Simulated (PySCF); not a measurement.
Compound: phosphorus pentafluoride, PF5.
Atom-mapped SMILES: `[F:1][P:2]([F:3])([F:4])([F:5])[F:6]`

Structure used (PBE0-D3(BJ)/def2-SVP), in Å, numbered top down from 1:
```
atom  x, y, z in Å
F1     0.6422   -0.5738   -1.3522
P2     0.0032   -0.0053   -0.0075
F3     1.1101    1.1043    0.0491
F4     0.2439   -1.3887    0.6915
F5    -1.3442    0.2681   -0.7626
F6    -0.6358    0.5639    1.3371
```

The closed-shell ground state was solved at several levels (PySCF, density fitting, gas phase, non-relativistic). The dipole stays under 0.02 D at every level.

```json
{"level": "PBE0/cc-pVTZ", "basis functions": "184", "total energy (Eh)": "-840.3346", "HOMO (eV)": "-12.08", "LUMO (eV)": "0.17", "gap (eV)": "12.25"}
{"level": "PBE0/cc-pVDZ", "basis functions": "88", "total energy (Eh)": "-840.0943", "HOMO (eV)": "-11.84", "LUMO (eV)": "0.21", "gap (eV)": "12.05"}
{"level": "PBE0/aug-cc-pVDZ", "basis functions": "142", "total energy (Eh)": "-840.1578", "HOMO (eV)": "-12.22", "LUMO (eV)": "-0.78", "gap (eV)": "11.44"}
{"level": "PBE0/pcSseg-0", "basis functions": "58", "total energy (Eh)": "-838.4511", "HOMO (eV)": "-12.26", "LUMO (eV)": "-0.86", "gap (eV)": "11.40"}
```

(1) What might PBE0/IGLO-III (219 basis functions) give for the same quantities?

(2) Over all these levels, which gives the widest orbital gap and which the narrowest?

(3) How much does the basis alone move the frontier levels among the 5 PBE0 rows (the withheld one included)?

Results:

(1) Total energy -840.3680 Eh, HOMO -12.18 eV, LUMO -0.13 eV, gap 12.05 eV.

(2) PBE0/cc-pVTZ has the widest, 12.25 eV, and PBE0/pcSseg-0 the narrowest, 11.40 eV. From the narrowest to the widest the HOMO moves by +0.18 eV and the LUMO by +1.03 eV.

(3) The HOMO by 0.42 eV and the LUMO by 1.07 eV. By rising basis size (HOMO, LUMO in eV): pcSseg-0 -12.26, -0.86; cc-pVDZ -11.84, 0.21; aug-cc-pVDZ -12.22, -0.78; cc-pVTZ -12.08, 0.17; IGLO-III -12.18, -0.13.
